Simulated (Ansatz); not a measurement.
**Down a group: vertical spin gaps of SiO, SiS, SiSe**

Ansatz 0.2.0, basis cc-pVDZ; geometries are PBE0/def2-TZVP minima. Wave-function levels freeze the cores with the filled d shells of p-block atoms; HF, MP2 and coupled cluster are restricted for singlets and unrestricted otherwise, restricted open-shell where a d shell is frozen, Kohn–Sham unrestricted where that lies lower. The reference is CCSDT(Q) (coupled cluster only where its series has nearly closed). Semilocal and hybrid functionals correlate all electrons outside any core potential and usually lie nearer their basis limit than the reference, so part of their error here is the reference's basis and frozen-core error; RPA and the MP2 part of double hybrids freeze the same cores as the reference. An error is the level's value less the reference. None of these values is a measured one. Energies are electronic, without zero-point terms. No spin–orbit coupling and no scalar relativity. The set is small: such energies can lie up to about 0.3 eV from the limit, spin gaps mostly less, so near ties and functionals' places can change in larger sets. The species are chosen: bound, without strong static correlation by their natural occupations or amplitudes, in their lowest spin state as far as vertical gaps and like structures tell, without the heavier p-block dimers whose ³Σ⁻ and ³Π states nearly coincide, and with a ladder that closes on the reference, so errors are smaller than for species at large; levels whose determinant breaks symmetry or spin markedly are left out.

| species | bonds (Å) | quantity | symmetry of the states | reference | value (eV) | error CCSD | error CCSD(T) | error CCSDT | error PBE | error PBE0 |
| --- | --- | --- | --- | --- | --- | --- | --- | --- | --- | --- |
| SiO, singlet | O–Si 1.509 | triplet less singlet, vertical | Σ⁺ / Π | CCSDT(Q) | 4.344 | -0.008 | 0.018 | 0.000 | -0.279 | -0.271 |
| SiS, singlet | Si–S 1.930 | triplet less singlet, vertical | Σ⁺ / Π | CCSDT(Q) | 3.469 | -0.024 | 0.008 | -0.002 | -0.185 | -0.204 |

Question: One member is withheld: SiSe, singlet (Si–Se 2.062), where PBE gives 3.051 eV for the triplet less singlet, vertical. Estimate from the other members what CCSDT(Q) gives.

Answer: The errors of PBE for the others average -0.232 eV; taking that off gives 3.283, which misses by 0.070, against 0.162 without the correction. The computed value at CCSDT(Q) is 3.213 eV. Errors against it: CCSD -0.040, CCSD(T) -0.005, CCSDT -0.009, PBE -0.163, PBE0 -0.200.

The reference falls from O to Se, by 1.131 eV in all.
